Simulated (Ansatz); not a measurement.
# Worked example: correlation energy of [CH3···H···H], doublet

Geometry: a point of a hydrogen-transfer path between rigid fragments, not a stationary point.

```xyz
6

C    -0.1415    0.0000    0.0000
H    -0.5047    1.0273    0.0000
H    -0.5047   -0.5137    0.8897
H    -0.5047   -0.5137   -0.8897
H     1.2275    0.0000    0.0000
H     1.9725    0.0000    0.0000
```

Basis cc-pVDZ; Ansatz 0.2.0. Correlated methods freeze the noble-gas cores, which leaves 9 electrons in 38 orbitals. Prefix R: restricted or restricted open-shell reference; prefix U: unrestricted.

Full CI isn't at hand for all of this; UCCSDT(Q) serves as the reference, and is uncertain by about the last step of the cluster series.

Runs differ by some tens of microhartree through their thresholds and, for an open shell, their frozen cores, so steps under 0.03 kcal/mol mean nothing.

```
    level  total energy (hartree)
      UHF              -40.646976
     UMP2              -40.813353
    UCCSD              -40.842898
 UCCSD(T)              -40.846866
   UCCSDT              -40.847421
UCCSDT(Q)              -40.847577
```

Task: What is the correlation energy at UCCSDT(Q), and what share of it do UMP2 and UCCSDT recover?

Result: E(corr) = -40.847577 − (-40.646976) = -0.200601 hartree = -5.459 eV. UMP2: -0.166377 / -0.200601 = 82.94 %. UCCSDT: -0.200445 / -0.200601 = 99.92 %.

Task: By how many kcal/mol does UCCSD(T) miss UCCSDT(Q) (1 hartree = 627.509 kcal/mol), and which steps make up the rest?

Result: -40.846866 − (-40.847577) = 0.000711 hartree = 0.45 kcal/mol. Steps: UCCSDT − UCCSD(T) = -0.35, UCCSDT(Q) − UCCSDT = -0.10 kcal/mol. That is within 1 kcal/mol of the reference in this basis, which itself misses far more of the correlation at the basis-set limit.
